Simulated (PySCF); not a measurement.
Gas-phase reaction: 2 PH3 + 2 SiH3 ⇌ 2 H3SiPH2 + H2

Method: PySCF energies (xtb for GFN2) plus ideal-gas RRHO corrections (1 bar). † marks an energy on the PBE0/def2-TZVP geometry and frequencies; other levels use their own. MP2 freezes the core. 6-31G* has spherical d functions here. Open shells (unrestricted): SiH3 (multiplicity 2); the rest are closed-shell singlets. GFN2 has no spin-polarisation term. MP2 isn't extrapolated to the basis-set limit; its ΔH°(298 K) is -303.1 kJ in def2-SVP and -337.9 kJ in def2-TZVPP. The harmonic model lacks anharmonicity and excited electronic states, which grow with temperature; levels with a mode under 35 cm⁻¹ are left out. Internal rotation in H3SiPH2 is treated as a harmonic vibration of one conformer, which makes the entropy rough.

```csv
level,"ΔE electronic, kJ","ΔH°(298 K), kJ","ΔS°(298 K), J/K","ΔG°(1400 K), kJ"
GFN2-xTB,-317,-319,-158,-125
HF/6-31G*,-232,-226,-168,-16
HF/def2-TZVP†,-230,-223,-165,-19
MP2/def2-SVP†,-309,-303,-165,-98
PBE/def2-SVP,-323,-317,-164,-113
PBE0/def2-QZVP†,-330,-324,-165,-119
r2SCAN/def2-TZVP†,-328,-322,-165,-117
LDA/def2-TZVP†,-378,-371,-165,-167
ωB97X-V/def2-TZVP†,-353,-346,-165,-142
```
ΔH° is lowest at LDA/def2-TZVP† and highest at HF/def2-TZVP†. No reference value is set beside these.
